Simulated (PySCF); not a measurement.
**What an electron can do to SH**

PBE0 in PySCF with def2-TZVPPD on every atom, for the lowest determinant that a PBE0 search found; no spin–orbit coupling.

```csv
species,state (unpaired electrons),Re (Å),ωe (cm⁻¹),energy of the minimum from the neutral (eV),De (eV),dissociates to
SH,doublet (π ↑),1.345,2709,0.00,3.77,H + S
SH⁺,triplet (π ↑↑),1.369,2557,10.36,3.82,H + S⁺
SH⁻,singlet (closed shell),1.345,2677,-2.24,3.94,H + S⁻
```

**Question.** Work out the lowest energy to break SH into atoms, from its vibrational ground state.

**Answer.** D0 = De − ωe/2 = 3.77 − 0.17 = 3.60 eV (PBE0/def2-TZVPPD).

**Question.** Work out the ionisation energy of the S atom at this level and the threshold of dissociative ionisation.

**Answer.** IE(S) = 10.36 + 3.82 − 3.77 = 10.41 eV, so H + S⁺ + e⁻ appears at D0 + IE(S) = 14.01 eV (PBE0/def2-TZVPPD). The measured IE(S) is 10.36 eV (NIST ASD).

**Question.** Work out the electron affinity of the S atom and the threshold of dissociative attachment.

**Answer.** EA(S) = 3.77 − 3.94 − (-2.24) = 2.07 eV, so H + S⁻ needs D0 − EA(S) = 1.53 eV (PBE0/def2-TZVPPD). The measured EA(S) is 2.077 eV.

These are thermodynamic thresholds; the onsets seen under electron impact lie higher where the geometry changes, and cross-sections peak well above them.

For an ion De counts to the pair picked by the measured ionisation energies or electron affinities, which need not be the lowest pair at this level. States were picked by a PBE0 search and need not be the measured ground states.
